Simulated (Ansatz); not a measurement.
Reaction (substitution at a C–C bond): `CC=C=CN` + H–F → `NC=C=CF` + CH₄

Isolated molecules relaxed with PBE0-D4/def2-TZVP in Ansatz; ΔE leaves out vibrations. CCSD(T)/CBS is the MP2 limit (def2-TZVPP, def2-QZVPP) plus CCSD(T) − MP2 in def2-TZVPP, frozen cores. This one scheme is used for every species. One conformer a species, not always the lowest.

`CC=C=CN`:

Cartesian coordinates in Å:
```
C 1.687 0.868 -0.981
C 0.968 0.627 0.311
C -0.014 -0.213 0.482
C -0.989 -1.056 0.706
N -2.358 -0.769 0.692
H 1.606 1.918 -1.282
H 2.755 0.651 -0.875
H 1.284 0.246 -1.780
H 1.311 1.212 1.167
H -0.750 -2.075 1.001
H -2.920 -1.517 0.314
H -2.580 0.108 0.245
```

H–F:

Z-matrix (Å, degrees):
```
F
H 1 0.920
```

`NC=C=CF`:

Cartesian coordinates in Å:
```
N -0.860 -1.206 0.994
C -0.755 -0.375 -0.100
C 0.216 0.470 -0.354
C 1.110 1.377 -0.583
F 2.199 1.160 -1.356
H -0.013 -1.352 1.519
H -1.397 -2.045 0.856
H -1.605 -0.420 -0.777
H 1.104 2.392 -0.198
```

CH₄:

```xyz
5

C     0.000    0.000    0.000
H     0.722    0.812   -0.084
H     0.181   -0.730   -0.788
H    -1.009    0.400   -0.099
H     0.106   -0.481    0.972
```

| level | ΔE (kJ/mol) |
| --- | --- |
| MP2/def2-SVP | 36.9 |
| CCSD(T)/def2-TZVPP | 42.3 |
| MP2/def2-QZVPP | 53.9 |
| MP2/CBS(def2) | 55.8 |

**Question.** What does CCSD(T)/CBS give? (Estimate.)

**Answer.** Ansatz gave: +47.1 kJ/mol. The listed levels differ from it by -10.2, -4.8, 6.8, 8.7 kJ/mol.

Largest T1 diagnostic among the species: 0.013.

From r2SCAN to r2SCAN0 (25 % exact exchange), in def2-TZVPP and without D4, ΔE moves by +8.6 kJ/mol. In def2-TZVPP, CCSD(T) changes the Hartree–Fock value by +11.5 kJ/mol (the triples alone add −0.6 kJ/mol) and MP2 by +20.3 kJ/mol. The D4 term adds +5.5 kJ/mol with B3LYP and +3.1 kJ/mol with PBE0; it sums over pairs of atoms, weighted by their polarisabilities, and B3LYP, whose exchange is more repulsive, gets the larger term.

B3LYP here is the variant with VWN-RPA as its local correlation; programs differ in this.
